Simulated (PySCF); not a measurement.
## Calculated properties of `C#[O+]`

CHO (charge +1).
Atom-mapped SMILES: `[CH:1]#[O+:2]` (hydrogens: H3 on C1)

Geometry (GFN2-xTB, Å), atoms numbered from 1 in this order:
```
atom  x, y, z in Å
C1     0.006   -0.001   -0.004
O2     1.097   -0.019   -0.011
H3    -1.091    0.017    0.002
```

From GFN2-xTB geometry:

- Point group of the GFN2-xTB geometry: C∞v
- Rotational constant B (linear) of the GFN2-xTB geometry: 45.796 GHz

**wB97X-D/def2-SVPD ground state and vertical TDDFT (core frozen in the response) (PySCF)**

- HOMO energy: -25.09 eV
- LUMO energy: -8.03 eV
- HOMO–LUMO gap: 17.06 eV
- Lowest singlet excitation: 9.84 eV (126 nm, f = 0.000)
- Lowest triplet excitation (Tamm–Dancoff): 8.14 eV
- Static isotropic polarisability: 9.4 au
- Electronic spatial extent ⟨r²⟩ about the centre of nuclear charge: 40 bohr²

PBE0/pcSseg-1 ground state and GIAO shieldings, non-relativistic (PySCF):

- Lowest Hirshfeld atomic charge: +0.17 e on O2
- Highest Hirshfeld atomic charge: +0.55 e on C1
- 13C chemical shifts (computed TMS as zero) by class: 140.9 (C1) ppm
- 1H chemical shifts (computed TMS as zero) by class: 7.60 (H3) ppm
- Isotropic shieldings of nuclei other than C and H, by class: -38 (O2) ppm
- Mayer bond orders between heavy atoms: C1–O2 2.65

B3LYP/pcJ-1 indirect spin-spin coupling, non-relativistic, gas phase (PySCF):

* Largest of the computed one-bond spin–spin couplings (means over like bonds): 13C–1H +391.9 (C1–H3), 17O–13C -10.9 (O2–C1) Hz

Monoisotopic mass of the ion (most abundant isotopes, electron mass counted): 29.0022 u.

S1 lies 7.22 eV below the HOMO–LUMO gap. For a rigid linear rotor the levels are B·J(J + 1), so J = 1 lies 2B = 91.59 GHz above J = 0. The vertical singlet–triplet gap S1 − T1 is 1.70 eV (TDDFT singlet less Tamm–Dancoff triplet). The polarisability is 1.40 Å³ as a volume (1 au = 0.148185 Å³), or 0.67 au for each of the 14 electrons. The principal polarisabilities are 7.4, 7.4 and 13.4 au; their mean is the isotropic value. In wavenumbers S1 is 79300 cm⁻¹ (1 eV = 8065.54 cm⁻¹). No computed singlet falls in the visible range (750 to 380 nm, 1.65 to 3.26 eV); S1 lies 6.58 eV above its blue end.

